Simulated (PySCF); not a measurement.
H2Si, charge -1, multiplicity 2. Atoms are numbered in the order given.

```xyz
3

Si     0.0000     0.0000     0.1367
H      0.0000     1.1195    -0.9571
H      0.0000    -1.1195    -0.9571
```
Charge -1, spin multiplicity 2.

Geometry optimised at PBE-D3(BJ)/def2-TZVPD. The multiplicity is an assumed one; other spin states were not compared. The isomer is the one that the SMILES or the coordinates give; other isomers of the formula were not compared.

All values below come from ωB97X/def2-TZVPD (PySCF).

Mulliken values depend strongly on the basis, most of all with diffuse functions as here. Atomic charges (e):

```csv
atom,Mulliken,meta-Löwdin,Mulliken spin
Si1,-0.90,…,1.00
H2,-0.05,…,0.00
H3,-0.05,…,0.00
```

Task: Fill in the missing entries. (An estimate is asked for; the answer gives what the named calculation found.)

Result: 
- Si1, meta-Löwdin: -0.68
- H2, meta-Löwdin: -0.16
- H3, meta-Löwdin: -0.16
